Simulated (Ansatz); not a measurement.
# Mean errors over 10 vertical spin gaps

Ansatz 0.2.0, basis cc-pVDZ; geometries are PBE0/def2-TZVP minima. Wave-function levels freeze the cores with the filled d shells of p-block atoms; HF, MP2 and coupled cluster are restricted for singlets and unrestricted otherwise, restricted open-shell where a d shell is frozen, Kohn–Sham unrestricted where that lies lower. The reference is CCSDT(Q) or CCSDTQ or full CI (coupled cluster only where its series has nearly closed). Semilocal and hybrid functionals correlate all electrons outside any core potential and usually lie nearer their basis limit than the reference, so part of their error here is the reference's basis and frozen-core error; RPA and the MP2 part of double hybrids freeze the same cores as the reference. An error is the level's value less the reference. None of these values is a measured one. Energies are electronic, without zero-point terms. No spin–orbit coupling and no scalar relativity. The set is small: such energies can lie up to about 0.3 eV from the limit, spin gaps mostly less, so near ties and functionals' places can change in larger sets. The species are chosen: bound, without strong static correlation by their natural occupations or amplitudes, in their lowest spin state as far as vertical gaps and like structures tell, without the heavier p-block dimers whose ³Σ⁻ and ³Π states nearly coincide, and with a ladder that closes on the reference, so errors are smaller than for species at large; levels whose determinant breaks symmetry or spin markedly are left out.

```
                                                                                                                      species                        quantity  reference  value (eV)  error CCSD  error CCSD(T)  error CCSDT  error PBE  error RPA-PBE
                                                                                                 BGe, quartet Σ⁻ (B–Ge 1.977)   sextet less quartet, vertical    full CI       3.962      -0.130         -0.033       -0.011      0.244          0.167
                                                                       HOSi, doublet (O–Si 1.650, O–H 0.962, angle at O 119°)  quartet less doublet, vertical     CCSDTQ       3.433      -0.041         -0.005       -0.004      0.070          0.160
                                                                                      Ge2F, doublet (F–Ge 2.007, Ge–Ge 2.411)  quartet less doublet, vertical   CCSDT(Q)       1.320      -0.091         -0.019       -0.006      0.169          0.121
                                                                                                    SiO, singlet (O–Si 1.509)  triplet less singlet, vertical   CCSDT(Q)       4.344      -0.008          0.018        0.000     -0.279         -0.156
Si2H2 (H-bridged), singlet (Si–Si 2.101, Si–H 1.493/1.638/1.718, angles at Si 50°, angles at Si 53/108/161°, angles at H 77°)  triplet less singlet, vertical   CCSDT(Q)       2.345      -0.085          0.003       -0.011     -0.199         -0.052
                                    HB–N–Si, doublet Π (B–N 1.266, N–Si 1.683, B–H 1.171, angles at N 180°, angles at B 180°)  quartet less doublet, vertical   CCSDT(Q)       2.944      -0.033         -0.003       -0.003      0.104          0.218
                                                  Si–CH3, doublet (C–Si 1.889, C–H 1.094/1.104, angles at C 103/107/110/115°)  quartet less doublet, vertical   CCSDT(Q)       1.806      -0.007         -0.001        0.000      0.069          0.210
                         H2Ge–AsH, singlet (Ge–As 2.224, Ge–H 1.535, As–H 1.527, angles at As 89°, angles at Ge 111/122/127°)  triplet less singlet, vertical   CCSDT(Q)       2.099      -0.116         -0.013       -0.012      0.014          0.020
                                                                Si–CH2, singlet (C–Si 1.702, C–H 1.090, angles at C 113/123°)  triplet less singlet, vertical   CCSDT(Q)       1.973      -0.125         -0.013       -0.014     -0.027         -0.036
                                                              H2Al–P, triplet (Al–P 2.334, Al–H 1.588, angles at Al 120/121°)  quintet less triplet, vertical   CCSDT(Q)       3.816       0.018          0.007        0.000     -0.093          0.021
```

| level | mean absolute error (eV) | mean signed error | largest error |
| --- | --- | --- | --- |
| CCSDT | 0.006 | -0.006 | -0.014 (Si–CH2) |
| CCSD(T) | 0.012 | -0.006 | -0.033 (BGe) |
| CCSD | 0.065 | -0.062 | -0.130 (BGe) |
| RPA-PBE | 0.116 | 0.067 | 0.218 (HB–N–Si) |
| PBE | 0.127 | 0.007 | -0.279 (SiO) |
